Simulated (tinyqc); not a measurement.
UHF in the sto-3g basis, for H2O, spin multiplicity 1, step by step (part 3 of 3). Computed by tinyqc, a small Python program that keeps every step (integrals from PySCF). Command: `OMP_NUM_THREADS=1 python tinyqc.py 24935 24936 out.jsonl` (the two numbers bound the seeds that draw the settings). One thread of a shared host (Intel(R) Xeon(R) Processor @ 2.60GHz), about 0.2 s of CPU time with the checks.

Geometry (angstrom):

| atom | x | y | z |
|---|---|---|---|
| O | 0.000000 | 0.000000 | 0.000000 |
| H | 0.000000 | 0.839000 | 0.766000 |
| H | 0.000000 | -0.839000 | 0.766000 |

## Iteration 17 (converged): orbitals

converged F(alpha) (hartree):
```
             1O 1s      1O 2s     1O 2px     1O 2py     1O 2pz      2H 1s      3H 1s
1O 1s   -20.269258  -5.165777   0.000000   0.000000  -0.024500  -0.784336  -0.784336
1O 2s    -5.165777  -2.410440   0.000000   0.000000  -0.069229  -0.755159  -0.755159
1O 2px    0.000000   0.000000  -0.393001   0.000000   0.000000   0.000000   0.000000
1O 2py    0.000000   0.000000   0.000000  -0.220066   0.000000  -0.331540   0.331540
1O 2pz   -0.024500  -0.069229   0.000000   0.000000  -0.260431  -0.338262  -0.338262
2H 1s    -0.784336  -0.755159   0.000000  -0.331540  -0.338262  -0.391976  -0.258437
3H 1s    -0.784336  -0.755159   0.000000   0.331540  -0.338262  -0.258437  -0.391976
```

converged F(beta) (hartree):
```
             1O 1s      1O 2s     1O 2px     1O 2py     1O 2pz      2H 1s      3H 1s
1O 1s   -20.269258  -5.165777   0.000000   0.000000  -0.024500  -0.784336  -0.784336
1O 2s    -5.165777  -2.410440   0.000000   0.000000  -0.069229  -0.755159  -0.755159
1O 2px    0.000000   0.000000  -0.393001   0.000000   0.000000   0.000000   0.000000
1O 2py    0.000000   0.000000   0.000000  -0.220066   0.000000  -0.331540   0.331540
1O 2pz   -0.024500  -0.069229   0.000000   0.000000  -0.260431  -0.338262  -0.338262
2H 1s    -0.784336  -0.755159   0.000000  -0.331540  -0.338262  -0.391976  -0.258437
3H 1s    -0.784336  -0.755159   0.000000   0.331540  -0.338262  -0.258437  -0.391976
```

X:
```
            1O 1s      1O 2s    1O 2px     1O 2py     1O 2pz      2H 1s      3H 1s
1O 1s    1.023469  -0.135248  0.000000   0.000000  -0.007365   0.017919   0.017919
1O 2s   -0.135248   1.139595  0.000000   0.000000   0.069304  -0.204104  -0.204104
1O 2px   0.000000   0.000000  1.000000   0.000000   0.000000   0.000000   0.000000
1O 2py   0.000000   0.000000  0.000000   1.058659   0.000000  -0.156715   0.156715
1O 2pz  -0.007365   0.069304  0.000000   0.000000   1.040818  -0.120674  -0.120674
2H 1s    0.017919  -0.204104  0.000000  -0.156715  -0.120674   1.116677  -0.070385
3H 1s    0.017919  -0.204104  0.000000   0.156715  -0.120674  -0.070385   1.116677
```

Diagonalise F' = X^T F X, C = X C', fill 5 alpha and 5 beta electrons from the bottom; D(s) = C_occ C_occ^T. Each column has its largest component positive (the first on a tie).

F' = X^T F X (alpha) (hartree):
```
            1          2          3          4          5          6          7
1  -19.896018  -2.680859   0.000000   0.000000  -0.053486  -0.081233  -0.081233
2   -2.680859  -1.339560   0.000000   0.000000   0.101881  -0.374955  -0.374955
3    0.000000   0.000000  -0.393001   0.000000   0.000000   0.000000   0.000000
4    0.000000   0.000000   0.000000  -0.033180   0.000000  -0.371576   0.371576
5   -0.053486   0.101881   0.000000   0.000000  -0.125668  -0.308512  -0.308512
6   -0.081233  -0.374955   0.000000  -0.371576  -0.308512  -0.029844  -0.077568
7   -0.081233  -0.374955   0.000000   0.371576  -0.308512  -0.077568  -0.029844
```

orbital energies (alpha) (hartree): MO1 -20.277405, MO2 -1.205177, MO3 -0.519770, MO4 -0.449948, MO5 -0.393001, MO6 0.463873, MO7 0.534315

coefficients C (alpha):
```
              MO1        MO2        MO3        MO4       MO5        MO6        MO7
1O 1s    0.994515  -0.240590   0.000000   0.094136  0.000000  -0.103296   0.000000
1O 2s    0.023542   0.897299   0.000000  -0.477986  0.000000   0.609031   0.000000
1O 2px   0.000000   0.000000   0.000000   0.000000  1.000000   0.000000   0.000000
1O 2py   0.000000   0.000000   0.626201   0.000000  0.000000   0.000000   0.881902
1O 2pz   0.003046   0.080819   0.000000   0.715985  0.000000   0.773375   0.000000
2H 1s   -0.004235   0.138424   0.455310   0.348104  0.000000  -0.680845  -0.722365
3H 1s   -0.004235   0.138424  -0.455310   0.348104  0.000000  -0.680845   0.722365
```

F' = X^T F X (beta) (hartree):
```
            1          2          3          4          5          6          7
1  -19.896018  -2.680859   0.000000   0.000000  -0.053486  -0.081233  -0.081233
2   -2.680859  -1.339560   0.000000   0.000000   0.101881  -0.374955  -0.374955
3    0.000000   0.000000  -0.393001   0.000000   0.000000   0.000000   0.000000
4    0.000000   0.000000   0.000000  -0.033180   0.000000  -0.371576   0.371576
5   -0.053486   0.101881   0.000000   0.000000  -0.125668  -0.308512  -0.308512
6   -0.081233  -0.374955   0.000000  -0.371576  -0.308512  -0.029844  -0.077568
7   -0.081233  -0.374955   0.000000   0.371576  -0.308512  -0.077568  -0.029844
```

orbital energies (beta) (hartree): MO1 -20.277405, MO2 -1.205177, MO3 -0.519770, MO4 -0.449948, MO5 -0.393001, MO6 0.463873, MO7 0.534315

coefficients C (beta):
```
              MO1        MO2        MO3        MO4       MO5        MO6        MO7
1O 1s    0.994515  -0.240590   0.000000   0.094136  0.000000  -0.103296   0.000000
1O 2s    0.023542   0.897299   0.000000  -0.477986  0.000000   0.609031   0.000000
1O 2px   0.000000   0.000000   0.000000   0.000000  1.000000   0.000000   0.000000
1O 2py   0.000000   0.000000   0.626201   0.000000  0.000000   0.000000   0.881902
1O 2pz   0.003046   0.080819   0.000000   0.715985  0.000000   0.773375   0.000000
2H 1s   -0.004235   0.138424   0.455310   0.348104  0.000000  -0.680845  -0.722365
3H 1s   -0.004235   0.138424  -0.455310   0.348104  0.000000  -0.680845   0.722365
```

D(alpha) after iteration 17:
```
            1O 1s      1O 2s    1O 2px     1O 2py     1O 2pz      2H 1s      3H 1s
1O 1s    1.055806  -0.237464  0.000000   0.000000   0.050985  -0.004747  -0.004747
1O 2s   -0.237464   1.034170  0.000000   0.000000  -0.269641  -0.042280  -0.042280
1O 2px   0.000000   0.000000  1.000000   0.000000   0.000000   0.000000   0.000000
1O 2py   0.000000   0.000000  0.000000   0.392127   0.000000   0.285116  -0.285116
1O 2pz   0.050985  -0.269641  0.000000   0.000000   0.519176   0.260412   0.260412
2H 1s   -0.004747  -0.042280  0.000000   0.285116   0.260412   0.347663  -0.066952
3H 1s   -0.004747  -0.042280  0.000000  -0.285116   0.260412  -0.066952   0.347663
```

D(beta) after iteration 17:
```
            1O 1s      1O 2s    1O 2px     1O 2py     1O 2pz      2H 1s      3H 1s
1O 1s    1.055806  -0.237464  0.000000   0.000000   0.050985  -0.004747  -0.004747
1O 2s   -0.237464   1.034170  0.000000   0.000000  -0.269641  -0.042280  -0.042280
1O 2px   0.000000   0.000000  1.000000   0.000000   0.000000   0.000000   0.000000
1O 2py   0.000000   0.000000  0.000000   0.392127   0.000000   0.285116  -0.285116
1O 2pz   0.050985  -0.269641  0.000000   0.000000   0.519176   0.260412   0.260412
2H 1s   -0.004747  -0.042280  0.000000   0.285116   0.260412   0.347663  -0.066952
3H 1s   -0.004747  -0.042280  0.000000  -0.285116   0.260412  -0.066952   0.347663
```

## Convergence

Stop when the energy changes by less than 1e-10 hartree and every element of the error matrix X^T (F D S - S D F) X (for each spin) is below 3e-06.

Course of the cycle:

| iteration | E (hartree) | change | largest element of the error matrix |
|---|---|---|---|
| 1 | -74.42535940 | - | 2.28e-01 |
| 2 | -74.79354131 | -3.68e-01 | 6.86e-02 |
| 3 | -74.89299722 | -9.95e-02 | 2.79e-02 |
| 4 | -74.91920095 | -2.62e-02 | 1.48e-02 |
| 5 | -74.92643478 | -7.23e-03 | 7.36e-03 |
| 6 | -74.92841581 | -1.98e-03 | 1.62e-03 |
| 7 | -74.92905288 | -6.37e-04 | 4.82e-04 |
| 8 | -74.92918941 | -1.37e-04 | 9.59e-05 |
| 9 | -74.92921777 | -2.84e-05 | 1.92e-05 |
| 10 | -74.92922349 | -5.71e-06 | 3.83e-06 |
| 11 | -74.92922463 | -1.14e-06 | 7.66e-07 |
| 12 | -74.92922486 | -2.29e-07 | 1.53e-07 |
| 13 | -74.92922491 | -4.58e-08 | 3.06e-08 |
| 14 | -74.92922492 | -9.16e-09 | 6.13e-09 |
| 15 | -74.92922492 | -1.83e-09 | 1.22e-09 |
| 16 | -74.92922492 | -3.66e-10 | 2.45e-10 |
| 17 | -74.92922492 | -7.32e-11 | 4.90e-11 |

PySCF UHF in the same basis, after a stability check = -74.92922492 hartree

Converged in 17 iterations.

## Populations, bond orders and dipole

overlap S:
```
           1O 1s     1O 2s    1O 2px     1O 2py    1O 2pz     2H 1s      3H 1s
1O 1s   1.000000  0.236704  0.000000   0.000000  0.000000  0.035251   0.035251
1O 2s   0.236704  1.000000  0.000000   0.000000  0.000000  0.365465   0.365465
1O 2px  0.000000  0.000000  1.000000   0.000000  0.000000  0.000000   0.000000
1O 2py  0.000000  0.000000  0.000000   1.000000  0.000000  0.241346  -0.241346
1O 2pz  0.000000  0.000000  0.000000   0.000000  1.000000  0.220347   0.220347
2H 1s   0.035251  0.365465  0.000000   0.241346  0.220347  1.000000   0.197745
3H 1s   0.035251  0.365465  0.000000  -0.241346  0.220347  0.197745   1.000000
```

Mulliken: Z minus the diagonal of D S on the atom; Loewdin: the same with S^(1/2) D S^(1/2); Mayer order: 2 sum_s sum (D(s) S)_ij (D(s) S)_ji over the two atoms.

Charges (e):

| atom | Mulliken | Loewdin | Mulliken spin |
|---|---|---|---|
| 1O | -0.220014 | -0.161875 | 0 |
| 2H | 0.110007 | 0.080937 | 0 |
| 3H | 0.110007 | 0.080937 | 0 |

Mayer bond orders:

| pair | order |
|---|---|
| 2-1 | 0.985347 |
| 3-1 | 0.985347 |
| 3-2 | 0.002551 |

dipole moment about the origin, x y z (debye): 0.000000  0.000000  1.521323

<S^2> of the determinant (pure state: 0) = 0.000000
